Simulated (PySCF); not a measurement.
**Stationary points of SH₅⁺**

Method: PBE0 in PySCF with S def2-TZVP, H def2-TZVP; no relativity; density-fitted integrals.

Relaxations began from a few typed shapes. The search is not exhaustive: other isomers or separated fragments can lie lower, and high-lying points may rest on an excited occupation.

**Question.** Order these stationary points by electronic energy, lowest first, in kJ/mol from the lowest minimum.
A. singlet D3h: S–H 1.382 Å (×3), S–H 1.408 Å (×2); H–S–H 90.0° (×6), H–S–H 120.0° (×3), H–S–H 180.0°
B. singlet C4v: S–H 1.352 Å, S–H 1.403 Å (×4); H–S–H 88.9° (×4), H–S–H 98.1° (×4), H–S–H 163.9° (×2)

**Answer.** B (0.0), A (1.3).

**Question.** Which of them are minima?

**Answer.** By energy in kJ/mol, 0.0: minimum; 1.3: minimum.

Counting electrons, sulfur keeps none of its valence electrons outside its bonds, so the VSEPR class is AX5 and the expected shape is trigonal bipyramidal (D3h). The calculation gives C4v instead.
